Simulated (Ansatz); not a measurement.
# O2Si: the cost of one run

All numbers are computed with the Python package of Ansatz 0.2.0. Level of theory: CAM-B3LYP/cc-pVDZ.

## 1. The structure

Bond lengths: O1–Si2 1.571 Å, Si2–O3 1.571 Å. Angles: O1–Si2–O3 180.0°.

No structure file is read: the coordinates are typed or built in the script.

## 2. The script

The input, o2si_freq.py:

```python
# -*- coding: utf-8 -*-
"""Harmonic frequencies of O2Si at its relaxed geometry."""

import itertools

import ansatz as az
from ase import Atoms
from ase.data import atomic_numbers, covalent_radii
from ase.thermochemistry import IdealGasThermo
import numpy as np


def main():
    atoms = Atoms(["O", "Si", "O"], positions=[
        [-1.5693, 0.0744, 0.0],
        [0.0, 0.0, 0.0],
        [1.5693, -0.0744, 0.0],
    ])
    o2si = az.Crystal.molecule_from_ase(atoms)

    calc = (
        o2si.calculation()
        .basis(gaussian="cc-pVDZ")
        .functional("cam_b3lyp")
    )
    symbols = [site.symbol for site in o2si.cartesian_sites]
    start = np.array([site.position_ang for site in o2si.cartesian_sites], dtype=float)
    report = calc.relax(force_tolerance=0.003, max_steps=100).run(threads=1, backend="cpu").report
    end = np.array(report["positions_ang"])

    # pairs closer than 1.2 times the sum of covalent radii, before or after
    radius = [covalent_radii[atomic_numbers[s]] for s in symbols]
    span = lambda where, i, j: np.linalg.norm(where[i] - where[j])
    bonded = [(i, j) for i, j in itertools.combinations(range(len(symbols)), 2) if min(span(start, i, j), span(end, i, j)) < 1.2 * (radius[i] + radius[j])]
    print("pair        before    after (A)")
    for i, j in bonded:
        print(f"{symbols[i]}{i}-{symbols[j]}{j}".ljust(10), f"{span(start, i, j):8.4f} {span(end, i, j):8.4f}")

    # same settings at the minimum
    minimum = az.Crystal.molecule()
    for symbol, place in zip(symbols, end):
        minimum = minimum.atom(symbol, place.tolist())
    vibrating = (
        minimum.calculation()
        .basis(gaussian="cc-pVDZ")
        .functional("cam_b3lyp")
        .phonons(temperatures=(100, 500, 100))
    )
    vib = vibrating.run(threads=1, backend="cpu").report["vibrations"]
    sums = vib["harmonic_sums"]
    modes = [m["omega_inv_cm"] for m in sums["modes_at_gamma"] if m["rigid_motion"] == "no"]
    print("frequencies (1/cm):", " ".join(f"{w:.0f}" for w in modes))
    print("imaginary modes:", sum(w < 0 for w in modes), " zero-point energy:", round(sums["zero_point_energy_ev"], 4), "eV")
    # rigid rotor and ideal gas, symmetry number taken as one
    gas = IdealGasThermo(vib_energies=[w / 8065.544 for w in modes if w > 0], geometry="linear" if len(modes) == 3 * len(symbols) - 5 else "nonlinear",
                         atoms=Atoms(symbols, positions=end), symmetrynumber=1, spin=0.0)
    print(f"H(298 K) - E = {gas.get_enthalpy(298.15, verbose=False):.4f} eV")
    print(f"S(298 K, 1 bar) = {96485.33 * gas.get_entropy(298.15, 1e5, verbose=False):.1f} J/(mol K) with symmetry number 1")


if __name__ == "__main__":
    main()
```

## 3. What the engine is handed

The engine receives this input (first run):

```yaml
crystal:
  periodic: [false, false, false]
  atoms:
    - { symbol: O, position_ang: [-1.5693, 0.0744, 0.0] }
    - { symbol: Si, position_ang: [0.0, 0.0, 0.0] }
    - { symbol: O, position_ang: [1.5693, -0.0744, 0.0] }
basis:
  gaussian:
    orbitals: cc-pVDZ
hamiltonian:
  xc: cam_b3lyp
relax:
  f_tol: 0.003
  max_steps: 100
```

## 4. Running it

Started as:

```bash
python o2si_freq.py
```

Q: Estimate wall time and peak memory on 1 thread of Intel Xeon 6975P-C (Granite Rapids), shared host.

About 8.7 s, with a peak of 0.23 GiB.
